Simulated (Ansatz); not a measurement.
Born–Oppenheimer molecular dynamics of FH₆NSi (9 atoms, charge 0, multiplicity 1). It starts at the highest image of a converged band. Of that band: Neighbouring images differ by up to 1.5 eV, so the band resolves the path poorly. A vibrational analysis at the climbing image gives one clearly imaginary mode, 884i cm⁻¹: a first-order saddle point.

These are results of Ansatz 0.2.0, RKS PBE/def2-SVP, not measurements.

- ensemble: NVE (velocity Verlet)
- time step: 0.5 fs
- steps asked: 200
- starting velocities drawn for: 100 K
- seed: 11862

Frames 1 fs apart, positions in Å, forces in eV/Å.

Velocities at 55.0 fs (Å/ps):

```
Si 0.18 7.20 9.98
F -2.01 -12.59 -14.83
H 13.53 13.88 15.06
H -5.26 12.09 15.58
N 2.04 0.87 -2.29
H -2.81 -4.65 -19.95
H -7.51 10.21 23.49
H 15.17 15.65 -7.40
H -8.77 -22.57 6.62
```

```xyz
9
Properties=species:S:1:pos:R:3:forces:R:3 time_fs=55.0 energy_less_start_eV=-0.687 T=860
Si 0.382 0.333 0.716 0.67 0.07 0.08
F 0.380 -1.508 -1.707 0.37 0.38 -0.50
H 1.224 -0.916 0.851 -0.02 0.04 0.12
H 0.439 1.085 2.023 -0.18 -0.05 -0.02
N -1.250 0.067 0.216 -0.18 0.07 -0.02
H 0.896 -0.946 -2.272 -0.42 -0.38 0.49
H 1.093 1.204 -0.281 0.13 0.05 -0.13
H -1.357 -0.740 -0.397 -0.13 -0.14 -0.22
H -1.983 0.093 0.918 -0.22 -0.04 0.20
9
Properties=species:S:1:pos:R:3:forces:R:3 time_fs=56.0 energy_less_start_eV=-0.680 T=852
Si 0.382 0.340 0.726 0.56 0.03 0.27
F 0.378 -1.520 -1.722 0.45 0.49 -0.58
H 1.237 -0.901 0.867 -0.05 0.05 0.11
H 0.432 1.097 2.039 -0.20 -0.11 -0.11
N -1.248 0.068 0.214 -0.52 0.38 0.64
H 0.891 -0.952 -2.289 -0.50 -0.48 0.58
H 1.087 1.215 -0.258 0.20 0.13 -0.25
H -1.343 -0.725 -0.406 -0.17 -0.45 -0.46
H -1.992 0.071 0.925 0.23 -0.06 -0.21
9
Properties=species:S:1:pos:R:3:forces:R:3 time_fs=57.0 energy_less_start_eV=-0.677 T=849
Si 0.383 0.347 0.736 0.45 0.00 0.41
F 0.377 -1.533 -1.737 0.30 0.35 -0.40
H 1.250 -0.887 0.883 -0.07 0.06 0.10
H 0.424 1.108 2.053 -0.21 -0.16 -0.18
N -1.247 0.069 0.212 -0.75 0.44 1.01
H 0.881 -0.963 -2.301 -0.36 -0.32 0.42
H 1.082 1.226 -0.238 0.25 0.19 -0.33
H -1.330 -0.715 -0.419 -0.17 -0.51 -0.51
H -1.999 0.047 0.931 0.56 -0.05 -0.52
9
Properties=species:S:1:pos:R:3:forces:R:3 time_fs=58.0 energy_less_start_eV=-0.682 T=855
Si 0.383 0.354 0.747 0.36 0.00 0.46
F 0.375 -1.545 -1.752 -0.02 -0.01 -0.03
H 1.262 -0.872 0.901 -0.09 0.06 0.08
H 0.414 1.117 2.066 -0.21 -0.19 -0.21
N -1.246 0.070 0.211 -0.79 0.22 0.94
H 0.868 -0.977 -2.309 -0.03 0.04 0.06
H 1.079 1.240 -0.220 0.26 0.20 -0.36
H -1.319 -0.709 -0.436 -0.14 -0.29 -0.33
H -2.001 0.024 0.931 0.67 -0.03 -0.61
9
Properties=species:S:1:pos:R:3:forces:R:3 time_fs=59.0 energy_less_start_eV=-0.689 T=862
Si 0.384 0.362 0.757 0.27 0.03 0.41
F 0.373 -1.557 -1.768 -0.37 -0.41 0.38
H 1.274 -0.856 0.919 -0.10 0.05 0.07
H 0.402 1.124 2.076 -0.21 -0.20 -0.21
N -1.245 0.072 0.210 -0.60 -0.14 0.53
H 0.855 -0.991 -2.317 0.32 0.45 -0.34
H 1.079 1.256 -0.206 0.24 0.17 -0.34
H -1.308 -0.706 -0.457 -0.09 0.08 -0.01
H -1.997 -0.001 0.925 0.54 -0.02 -0.48
9
Properties=species:S:1:pos:R:3:forces:R:3 time_fs=60.0 energy_less_start_eV=-0.693 T=866
Si 0.385 0.369 0.767 0.20 0.08 0.28
F 0.372 -1.569 -1.783 -0.54 -0.61 0.58
H 1.284 -0.840 0.938 -0.10 0.03 0.05
H 0.388 1.130 2.085 -0.21 -0.18 -0.18
N -1.245 0.073 0.210 -0.19 -0.44 -0.06
H 0.845 -1.001 -2.328 0.49 0.65 -0.54
H 1.081 1.273 -0.196 0.18 0.09 -0.26
H -1.299 -0.702 -0.478 -0.04 0.42 0.29
H -1.988 -0.025 0.916 0.21 -0.04 -0.15
9
Properties=species:S:1:pos:R:3:forces:R:3 time_fs=61.0 energy_less_start_eV=-0.697 T=871
Si 0.386 0.376 0.778 0.13 0.14 0.08
F 0.370 -1.582 -1.798 -0.40 -0.46 0.44
H 1.294 -0.823 0.958 -0.10 0.01 0.04
H 0.372 1.133 2.092 -0.20 -0.14 -0.12
N -1.245 0.074 0.210 0.32 -0.55 -0.60
H 0.839 -1.004 -2.343 0.35 0.51 -0.39
H 1.085 1.290 -0.188 0.09 -0.01 -0.16
H -1.291 -0.695 -0.496 0.00 0.60 0.46
H -1.976 -0.050 0.904 -0.20 -0.09 0.24
9
Properties=species:S:1:pos:R:3:forces:R:3 time_fs=62.0 energy_less_start_eV=-0.701 T=875
Si 0.387 0.384 0.789 0.06 0.20 -0.14
F 0.367 -1.594 -1.813 -0.08 -0.04 0.07
H 1.302 -0.806 0.978 -0.08 -0.02 0.03
H 0.354 1.136 2.098 -0.19 -0.09 -0.04
N -1.245 0.075 0.209 0.73 -0.46 -0.85
H 0.836 -1.003 -2.363 0.02 0.10 -0.01
H 1.090 1.308 -0.181 0.01 -0.13 -0.04
H -1.282 -0.681 -0.510 0.02 0.58 0.45
H -1.967 -0.075 0.895 -0.49 -0.14 0.54
9
Properties=species:S:1:pos:R:3:forces:R:3 time_fs=63.0 energy_less_start_eV=-0.702 T=876
Si 0.388 0.391 0.799 -0.01 0.25 -0.36
F 0.365 -1.607 -1.828 0.24 0.38 -0.30
H 1.310 -0.790 0.998 -0.07 -0.05 0.02
H 0.334 1.137 2.103 -0.18 -0.03 0.05
N -1.244 0.076 0.208 0.86 -0.22 -0.66
H 0.834 -1.001 -2.382 -0.30 -0.31 0.37
H 1.095 1.325 -0.175 -0.07 -0.23 0.06
H -1.273 -0.662 -0.520 0.02 0.36 0.25
H -1.962 -0.102 0.891 -0.50 -0.15 0.57
9
Properties=species:S:1:pos:R:3:forces:R:3 time_fs=64.0 energy_less_start_eV=-0.702 T=876
Si 0.389 0.398 0.810 -0.09 0.27 -0.54
F 0.363 -1.620 -1.843 0.40 0.61 -0.48
H 1.317 -0.774 1.018 -0.05 -0.07 0.01
H 0.313 1.139 2.109 -0.16 0.03 0.13
N -1.243 0.076 0.206 0.70 0.07 -0.07
H 0.829 -1.001 -2.398 -0.46 -0.54 0.56
H 1.099 1.339 -0.168 -0.14 -0.30 0.15
H -1.264 -0.640 -0.527 0.02 0.02 -0.09
H -1.962 -0.130 0.893 -0.23 -0.09 0.33
9
Properties=species:S:1:pos:R:3:forces:R:3 time_fs=65.0 energy_less_start_eV=-0.699 T=873
Si 0.390 0.406 0.820 -0.18 0.26 -0.66
F 0.361 -1.632 -1.858 0.35 0.57 -0.42
H 1.323 -0.759 1.039 -0.04 -0.09 0.01
H 0.290 1.140 2.116 -0.15 0.07 0.18
N -1.241 0.077 0.205 0.41 0.29 0.65
H 0.819 -1.007 -2.409 -0.41 -0.49 0.50
H 1.102 1.351 -0.160 -0.17 -0.34 0.20
H -1.255 -0.618 -0.536 0.01 -0.30 -0.42
H -1.963 -0.160 0.897 0.17 0.03 -0.04
9
Properties=species:S:1:pos:R:3:forces:R:3 time_fs=66.0 energy_less_start_eV=-0.696 T=869
Si 0.391 0.413 0.830 -0.28 0.23 -0.70
F 0.359 -1.644 -1.873 0.11 0.26 -0.14
H 1.330 -0.744 1.060 -0.03 -0.10 0.00
H 0.266 1.142 2.125 -0.12 0.10 0.20
N -1.239 0.077 0.204 0.15 0.35 1.15
H 0.806 -1.017 -2.415 -0.17 -0.18 0.22
H 1.103 1.359 -0.150 -0.19 -0.34 0.22
H -1.245 -0.599 -0.548 0.01 -0.46 -0.58
H -1.963 -0.188 0.901 0.51 0.15 -0.37
```

Of the whole run (100 fs, mean temperature of the second half 821 K): The conserved energy stayed within 0.069 meV per atom of its start (net change 0.029 meV per atom), so the integration is sound. The system heated up, since it started high on the potential surface and ran downhill. A run of 0.1 ps of so small a system gives no equilibrium averages. The orbitals stay closed-shell, which can raise the energy where a bond breaks towards radicals; this wasn't checked here.

The run took 3.9 min on 2 threads of Arm Neoverse V1, with other jobs on the host, peak memory 0.16 GiB.
